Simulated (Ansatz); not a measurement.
Take Nb in the bcc (W type) structure (space group Im-3m, No. 229; a = 3.310 Å) as the base.

Levels (all Ansatz, an electronic-structure program, PAW, earlier PAW set): PBE (420 eV, without spin-orbit coupling); PBEsol (420 eV, without spin-orbit coupling).

Levels that relaxed their own cell: PBE and PBEsol.

| level | lattice parameter a |
|---|---|
| PBE | 3.310 Å |
| PBEsol | 3.271 Å |

Measured: lattice parameter a 3.294 Å (static lattice; corrected from measurement; as listed in Daniel Mejia-Rodriguez, S. B. Trickey, Phys. Rev. B (2018)).

Computed minus measured — lattice parameter a: PBE +0.5 %, PBEsol -0.7 % (closest: PBE).

No phonon test of stability was made. The final runs are not spin-polarised.
